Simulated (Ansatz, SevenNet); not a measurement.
For hcp Lu, the machine-learned potential SevenNet-l3i5 (trained on PBE and PBE+U data) gives:

```
Property              Result
-------------------  -------
lattice parameter a  3.521 Å
lattice parameter c  5.502 Å
```

What does r²SCAN in Ansatz (PAW) give for the same quantities?


- lattice constant a: 3.505 Å (decreases by 0.5 %)
- lattice parameter c: 5.454 Å (falls by 0.9 %)

For comparison: lattice constant a 3.505 Å (measured, 293 K, not corrected to a static lattice; as tabulated in Wikipedia's data pages); lattice parameter c 5.549 Å (measured, 293 K, no zero-point or thermal correction, our sources range from 5.549 to 5.563; as tabulated in Wikipedia's data pages).

Changes are worked out from the printed values.

Unless a cell is named, each level is at its own relaxed cell (SevenNet-l3i5 29.54, r²SCAN 29.01 Å³/atom).

Levels without +SOC leave out spin–orbit coupling, which shifts energies and cells of such heavy elements.

Ansatz's density-functional and Hartree–Fock values are scalar-relativistic unless marked +SOC, with PAW data made under PBE.

Ansatz is a first-principles code.
